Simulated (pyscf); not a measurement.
O=B–OH + H₂ → HB=O + H₂O, a four-centre exchange (singlet surface; B–O, H–H broken, B–H, H–O formed). PySCF, gas phase, ωB97X-D3(BJ)/def2-SVP geometries. Energies in kcal/mol from the separated reactants.

Small-basis levels: PySCF, no dispersion term, spherical d functions. AM1 to PM7: differences of heats of formation from MOPAC, which are fitted to 298 K values and so differ in kind from electronic energies by zero-point and thermal terms. Cost: rough CPU time at the saddle relative to B3LYP/6-31G*, from one job on a shared machine.

```json
[
 {"level": "HF/STO-3G", "barrier": "84.9", "reaction energy": "+18.4", "cost": "0.05"},
 {"level": "HF/6-31G*", "barrier": "74.2", "reaction energy": "+17.3", "cost": "0.09"},
 {"level": "PBE/6-31G*", "barrier": "47.0", "reaction energy": "+21.6", "cost": "2"},
 {"level": "B3LYP/STO-3G", "barrier": "___", "reaction energy": "+31.6", "cost": "0.7"},
 {"level": "B3LYP/3-21G", "barrier": "47.1", "reaction energy": "+29.0", "cost": "0.9"},
 {"level": "B3LYP/LANL2DZ", "barrier": "53.8", "reaction energy": "+20.3", "cost": "0.9"},
 {"level": "B3LYP/6-311+G**", "barrier": "52.9", "reaction energy": "+13.8", "cost": "2"},
 {"level": "PBE/def2-SVP", "barrier": "___", "reaction energy": "+21.0", "cost": "2"},
 {"level": "AM1", "barrier": "62.6", "reaction energy": "+9.1", "cost": "under 0.02"},
 {"level": "ωB97M-D3(BJ)/def2-TZVP", "barrier": "___", "reaction energy": "+15.7", "cost": "–"}
]
```

Some entries are withheld; supply them.


- B3LYP/STO-3G, barrier: 61.1
- PBE/def2-SVP, barrier: 40.8
- ωB97M-D3(BJ)/def2-TZVP, barrier: 51.3

Against the last row the barrier runs from -10.5 (PBE/def2-SVP) to +33.6 kcal/mol (HF/STO-3G). ωB97M-D3(BJ)/def2-TZVP has limits of its own. On the product side the descent ends in a complex, 4.7 kcal/mol under the separated species and 40.9 kcal/mol under the saddle at ωB97X-D3(BJ)/def2-TZVP. The products may also form a dative adduct at HB=O; it and routes through it were not searched. The same reactants have a lower exit, to HO–BH–OH (barrier +34.4 kcal/mol at ωB97M-D3(BJ)/def2-TZVP, against +51.3 kcal/mol here). This is the saddle that the search found; another between the same sides may lie lower.
